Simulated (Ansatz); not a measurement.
**C4H5F: vertical ionisation energy**

The task here is to estimate one member of a computed series from the others.

The runs use Ansatz 0.2.0, Gaussian basis; unrestricted cation, the program's frozen cores in correlated methods.

Levels to be run: UKS PBE-D4/def2-TZVPP; UKS r2SCAN-D4/def2-TZVPP; UKS PBE0-D4/def2-TZVPP; UKS B3LYP-D4/def2-TZVPP; UKS wB97X-V/def2-TZVPP; UKS wB97M-V/def2-TZVPP; UKS B2PLYP/def2-TZVPP; UHF-CCSD(T)/def2-TZVPP; UHF-MP2/def2-QZVPP; extrapolation to the limit; then −ε(HOMO) from the neutral's earlier runs with LDA (SPW92), PBE-D4, revPBE-D4, BLYP-D4, r2SCAN-D4, B97M-V, PBE0-D4, B3LYP-D4, r2SCANh-D4, r2SCAN0-D4, HSE06-D4, BHLYP-D4, CAM-B3LYP-D4, LC-ωPBE, ωB97X-V, ωB97M-V.

### Structure used throughout

The geometry comes from an earlier relaxation with PBE0-D4 in a triple-zeta def2 set; it is a stationary point, not always the lowest conformer.

10 atoms, charge 0, spin multiplicity 1.

Atoms are counted from 1 here; the program's logs count them from 0.

Bond lengths: C1–C2 1.332 Å, C1–H6 1.085 Å, C1–H7 1.083 Å, C2–C3 1.445 Å, C2–H8 1.088 Å, C3–C4 1.327 Å, C3–H9 1.086 Å, C4–F5 1.334 Å, C4–H10 1.085 Å. Angles: C2–C1–H6 121.4°, C2–C1–H7 121.4°, H6–C1–H7 117.2°, C1–C2–C3 124.3°, C1–C2–H8 119.2°, C3–C2–H8 116.5°, C2–C3–C4 122.3°, C2–C3–H9 118.9°, C4–C3–H9 118.8°, C3–C4–F5 122.0°, C3–C4–H10 125.4°, F5–C4–H10 112.5°.

The first run:

in.yaml reads:

```yaml
crystal:
  periodic: [false, false, false]
  atoms:
    - {symbol: C, position_ang: [-1.374549, 1.241699, -0.081582]}
    - {symbol: C, position_ang: [-0.153264, 0.719766, 0.021999]}
    - {symbol: C, position_ang: [0.132948, -0.696153, -0.023728]}
    - {symbol: C, position_ang: [1.366287, -1.173118, 0.083745]}
    - {symbol: F, position_ang: [1.624892, -2.480977, 0.041388]}
    - {symbol: H, position_ang: [-2.249184, 0.612703, -0.210008]}
    - {symbol: H, position_ang: [-1.536363, 2.311391, -0.041088]}
    - {symbol: H, position_ang: [0.698590, 1.384066, 0.150059]}
    - {symbol: H, position_ang: [-0.688979, -1.394544, -0.150235]}
    - {symbol: H, position_ang: [2.262725, -0.576034, 0.212451]}
basis:
  gaussian: {orbitals: def2-TZVPP}
total_charge: 1
magnetization: {spin_polarized: true, initial_magnetization: 1}
hamiltonian: {xc: pbe, dispersion: d4}
```

Launch:

```console
$ ansatz run in.yaml --threads 2 --pin off --events-out ev --progress --plain --max-ram 22528MiB --backend cpu
```

Among the steps run: Cation, UKS PBE-D4/def2-TZVPP; Cation, UKS r2SCAN-D4/def2-TZVPP; Cation, UKS PBE0-D4/def2-TZVPP; Cation, UKS B3LYP-D4/def2-TZVPP; Cation, UKS wB97X-V/def2-TZVPP; Cation, UKS wB97M-V/def2-TZVPP; Cation, UKS B2PLYP (frozen core)/def2-TZVPP; Cation, UHF-CCSD(T)/def2-TZVPP; Cation, UHF-MP2/def2-QZVPP.

One table of the session follows, with a row left open; its other results are not shown here.

It belongs to the step «Ionisation energies side by side». For comparison, −ε(HOMO) of the neutral from earlier runs:

| functional | −ε(HOMO) (eV) |
| --- | --- |
| LDA (SPW92) | 5.91 |
| PBE-D4 | ? |
| revPBE-D4 | 5.62 |
| BLYP-D4 | 5.54 |
| r2SCAN-D4 | 5.87 |
| B97M-V | 5.87 |
| PBE0-D4 | 6.74 |
| B3LYP-D4 | 6.54 |
| r2SCANh-D4 | 6.26 |
| r2SCAN0-D4 | 6.86 |
| HSE06-D4 | 6.35 |
| BHLYP-D4 | 7.64 |
| CAM-B3LYP-D4 | 8.00 |
| LC-ωPBE | 9.30 |
| ωB97X-V | 8.92 |
| ωB97M-V | 8.84 |

**Question.** Estimate the row for PBE-D4.

**Answer.** −ε(HOMO) (eV): 5.70. In the column «−ε(HOMO) (eV)» it lies between revPBE-D4 (5.62) and r2SCAN-D4 (5.87).

To keep in mind: The cation may have settled in a state other than its lowest; no search over hole states beyond the program's own was made.
